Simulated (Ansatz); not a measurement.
A displaced shape of singlet HCl:

```xyz
2

H    -0.0070    0.0401   -1.2429
Cl   -0.0224    0.0447    0.0725
```

It was optimised with PBE0/def2-SVP in Ansatz (development build ahead of 0.2.0) to forces under 0.001 eV/Å, with restricted orbitals. Each step stands on the lowest determinant of that kind that the program's search found.

What shape does it relax to, and how does the optimisation go?

```tsv
atom	x (Å)	y (Å)	z (Å)
H	-0.0071	0.0401	-1.2277
Cl	-0.0222	0.0446	0.0573
```

Bond lengths: H1–Cl2 1.285 Å.

```tsv
step	E − E(start) (eV)	largest force (eV/Å)
1	0.0000	0.9166
2	-0.0123	0.3547
3	-0.0143	0.0180
4	-0.0143	0.0002
```

The optimisation ended after 4 steps with its threshold met.
